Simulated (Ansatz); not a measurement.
Results of PBEsol in Ansatz (PAW) for Sb2Se3 (Pnma, No. 62).

Run with plane-wave cutoff 500 eV, 4×10×4 k mesh (along the axes of the cell as run), gaussian smearing 0.02 eV, scalar-relativistic PAW data made under PBE.

Computed at the level's own relaxed cell.

Question: Predict the equilibrium volume per atom and band gap.

Answer: 
- equilibrium volume per atom: 26.56 Å³/atom
- band gap: 0.78 eV (on the SCF k mesh)

Note: the relaxation could not lower the start's symmetry, so the cell can be a saddle point above a distorted one.

Spin–orbit coupling is not included; with these elements it can move the gap by several tenths of an eV or more.

The computed numbers hold no vibrational or temperature effects.

Ansatz is a program for electronic structure.
